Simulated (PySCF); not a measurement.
**Worked example: GaH, singlet against GaH⁻, doublet**

Geometry (PBE0/def2-TZVPD stationary point of a doublet), kept for both states (GaH⁻, doublet: Π; GaH, singlet: Σ⁺):

```xyz
2

Ga    0.0000    0.0000    0.0000
H     0.0000    0.0000    1.7244
```

Basis aug-cc-pVTZ; PySCF 2.14.0. Correlated methods freeze the noble-gas cores and the filled d shells of p-block atoms. Prefix R: restricted or restricted open-shell reference. No spin–orbit coupling is included, and no scalar relativity.

Full CI isn't at hand for all of this; RCCSDT serves as the reference. It lacks quadruple excitations.

The highest occupied Kohn–Sham level of the anion is positive, up to +1.71 eV, so in those functionals the extra electron is held by the basis alone, which enters their differences from the reference.

```
   level  E(GaH⁻, doublet) (hartree)  E(GaH, singlet) (hartree)
RCCSD(T)                -1923.921409               -1923.917627
     PBE                -1925.165080               -1925.155811
  r2SCAN                -1925.443500               -1925.431835
  RCCSDT                -1923.922160               -1923.917956
```

Question: Give the vertical gap, GaH singlet less GaH⁻ doublet, at each level in eV (1 hartree = 27.2114 eV), and each error against RCCSDT.

Answer: RCCSDT: (-1923.917956 − (-1923.922160)) × 27.2114 = 0.114 eV (the reference)
r2SCAN: (-1925.431835 − (-1925.443500)) × 27.2114 = 0.317 eV, error 0.203 eV
PBE: (-1925.155811 − (-1925.165080)) × 27.2114 = 0.252 eV, error 0.138 eV
RCCSD(T): (-1923.917627 − (-1923.921409)) × 27.2114 = 0.103 eV, error -0.011 eV

Total energies of functionals can't be set beside those of wave-function methods, since they hold the core's correlation and their own absolute errors; only the differences compare.

The reference still carries a basis error, for a change of charge of the order of 0.1 eV, so smaller errors of functionals can't be ranked.

Each level lands on the state that its own search finds. T1 diagnostics of restricted CCSD: 0.028 and 0.012.
